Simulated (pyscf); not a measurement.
Single points on ωB97X-D3(BJ)/def2-SVP structures (PySCF, gas phase). Correlated levels are frozen-core, on RHF or UHF. ΔMP2 is the change of the MP2 total energy from the triple- to the quadruple-zeta basis.

PBE/def2-TZVP puts the barrier of H₃C–Cl (SMILES CCl) + F–C:–F (SMILES F[C]F) [singlet] → F–CH(F)–CH₂–Cl (SMILES FC(F)CCl) (insertion; singlet surface; C–H broken, C–C, C–H formed) at 24.0 kcal/mol and the reaction energy at -59.0 kcal/mol, from the separated reactants. What do M06-2X/def2-TZVP, ωB97M-D3(BJ)/def2-TZVP, CCSD(T)/def2-TZVPP + ΔMP2(QZVPP) give on the same structures?

M06-2X: ΔE‡ = 35.3 kcal/mol, ΔE = -61.3 kcal/mol; ωB97M-D3(BJ): ΔE‡ = 37.8 kcal/mol, ΔE = -57.1 kcal/mol; CCSD(T): ΔE‡ = 33.9 kcal/mol, ΔE = -59.2 kcal/mol. PBE's barrier lies under all of them, by 9.9 to 13.8 kcal/mol. Its reaction energy lies among theirs. Low barriers are usual for a GGA, whose delocalisation error favours stretched bonds. F–CH(F)–CH₂–Cl lies 5.7 kcal/mol over its isomer H₃C–C(F)(F)–Cl, and others may lie lower still (electronic energy, ωB97M-D3(BJ)). This is the saddle that the search found; another between the same sides may lie lower. The CCSD(T) − MP2 part came from Ansatz, without density fitting, on the same reference.
